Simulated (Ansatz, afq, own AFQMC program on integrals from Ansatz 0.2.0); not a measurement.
AFQMC on a folder of integrals that Ansatz 0.2.0 wrote.

```yaml
crystal:
  periodic: [false, false, false]
  atoms:
    - {symbol: Ge, position_ang: [0.000000, 0.000000, 0.000000]}
    - {symbol: H, position_ang: [0.561303, 1.033925, 1.032591]}
    - {symbol: H, position_ang: [-0.569863, -1.029690, 1.032135]}
    - {symbol: H, position_ang: [-0.559224, 1.030817, -1.036818]}
    - {symbol: H, position_ang: [0.567783, -1.035053, -1.027908]}
basis:
  gaussian: {orbitals: cc-pVDZ}
total_charge: 1
magnetization: {spin_polarized: true, initial_magnetization: 1}
correlation: {method: ccsd_t, electrons: outside_noble_gas, hamiltonian_folder: ham}
```

```sh
$ ansatz run in.yaml --threads 1 --pin off --events-out ev --progress --plain --max-ram 1382MiB
```

afq runs on the folder ham with

```
--method free --trial cisd --walkers 60 --time-step 0.03 --max-blocks 80 --target-error 0.00032 --factor-cut 1e-05 --seed 4595 --times 0,0.3,0.6,1.2,1.8,2.4,3.6,4.8,6 --taylor-order 8
```

Times are imaginary, in 1/Eh. The walk had a cap of 689 s. Filled inner d shells are frozen with the cores.

Log:

```
orbitals 33  electrons 4 3  factors 264 of 497
reference energy -2077.22909545 Eh
CCSD correlation -0.13084350 Eh in 11 cycles, weight of the determinant in the CISD state 0.9031
repeat  energy at the last time / Eh  error
    10  -2077.364807  0.000580
    20  -2077.364565  0.000464
    30  -2077.364297  0.000338
    40  -2077.364488  0.000310
time / (1/Eh)  energy / Eh  error  mean overlap
  0.00  -2077.359875  0.000069  1.1063
  0.30  -2077.361923  0.000107  1.1081
  0.60  -2077.362751  0.000117  1.1184
  1.20  -2077.363499  0.000138  1.1197
  1.80  -2077.364080  0.000137  1.0994
  2.40  -2077.364387  0.000179  1.0773
  3.60  -2077.363756  0.000204  1.1172
  4.80  -2077.364876  0.000361  1.0895
  6.00  -2077.364499  0.000303  1.1223
energy -2077.364499 +/- 0.000303 Eh
```

The run passed its tests (error under three times the target), which doesn't prove that it has relaxed.

Against this walk (error 8.2 meV) on the same determinant: CCSD(T) 37.4 meV higher, CCSDT(Q) 7.6 meV higher (within the noise). The error is statistical, and a free projection of finite length keeps a remainder of its start. The last points scatter (meV from the last: 11 ± 4 at 1.80, 3 ± 5 at 2.40, 20 ± 6 at 3.60, -10 ± 10 at 4.80, 0 ± 8 at 6.00); the last is the one printed as the energy, and the gaps above move with that scatter.

Cautions: remainder of the start not in the error; no relativity below Rb; no spin-orbit coupling; inner d shell frozen.

The walk took 85 s on 1 thread of Intel(R) Xeon(R) 6975P-C (Granite Rapids) (shared host). The log's last line is the free-projection energy.

CCSDT and higher add their correlation energy to the determinant of the CCSD(T) run, since their own runs factorise the integrals more tightly (a shift of under 2 meV). A walk keeps the symmetry of its determinant, which the program's search chose and which needn't be the lowest solution, so a lower state of the same spin and another symmetry isn't excluded.
